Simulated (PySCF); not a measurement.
BeH, SMILES [BeH], multiplicity 2.

Geometry optimised at PBE0-D3(BJ)/def2-TZVPD. The spin state was assumed, not searched.

Two levels are set side by side: PBE/def2-TZVPD (PySCF) and ωB97X/def2-TZVPD (PySCF). Same geometry, gas phase. Differences are taken from unrounded values.

```csv
quantity,ωB97X
α-spin orbital gap (eV),8.41
β-spin orbital gap (eV),10.80
dipole moment (D),0.18
mean polarisability (bohr³),34.4
```

Problem. What does PBE give, and how far is it from ωB97X? (Estimate from the structure and the level; the computed values follow.)

Solution. 
| quantity | PBE | PBE minus ωB97X |
|---|---|---|
| α-spin orbital gap (eV) | 2.52 | -5.88 |
| β-spin orbital gap (eV) | 5.60 | -5.20 |
| dipole moment (D) | 0.25 | 0.07 |
| mean polarisability (bohr³) | 33.5 | -0.9 |

Rough cost on one machine, each run with all the roots and properties that it gave: ωB97X against PBE within a factor of 2.
